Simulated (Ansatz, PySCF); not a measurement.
System: ethylene, C2H4, net charge 0, singlet state. SMILES: C=C
Geometry from a B3LYP-D3(BJ)/def2-TZVP (Ansatz, an electronic-structure program) optimisation:
```xyz
6

C     -0.0012    -0.0058     0.6623
C      0.0012     0.0058    -0.6623
H      0.0167     0.9104     1.2401
H     -0.0212    -0.9321     1.2238
H      0.0212     0.9321    -1.2238
H     -0.0167    -0.9104    -1.2401
```
Charge 0, spin multiplicity 1.

Harmonic wavenumbers (cm⁻¹) at HF/3-21G (Ansatz, at its own minimum) and at B3LYP-D3(BJ)/def2-TZVP (PySCF, at the structure above). Modes are numbered in rising order, 12 in all, and paired by that order; shown are modes over 250 cm⁻¹ that lie over 6 % from every other mode at both levels, one of each degenerate set, at most eight drawn at random. The second level is harmonic too, so this factor is not the one that brings values to measured fundamentals.

```json
[
 {"mode": "1", "HF/3-21G (x)": "943", "B3LYP-D3(BJ)/def2-TZVP (y)": "838"},
 {"mode": "5", "HF/3-21G (x)": "1387", "B3LYP-D3(BJ)/def2-TZVP (y)": "1247"},
 {"mode": "7", "HF/3-21G (x)": "1639", "B3LYP-D3(BJ)/def2-TZVP (y)": "1479"},
 {"mode": "8", "HF/3-21G (x)": "1842", "B3LYP-D3(BJ)/def2-TZVP (y)": "1693"}
]
```

### Question
Fit one scale factor, y = λ·x, by least squares, and use it for mode 6, which lies at 1522 cm⁻¹ at HF/3-21G.

### Answer
λ = Σxy/Σx² = 8062410/8892303 = 0.9067; the rows scatter about it by 16 cm⁻¹ (root mean square). Prediction for mode 6: 1380 cm⁻¹. The wavenumber at B3LYP-D3(BJ)/def2-TZVP is 1384 cm⁻¹, so the fit misses by -4 cm⁻¹, against +138 cm⁻¹ without it. The fit is meant for this molecule alone.
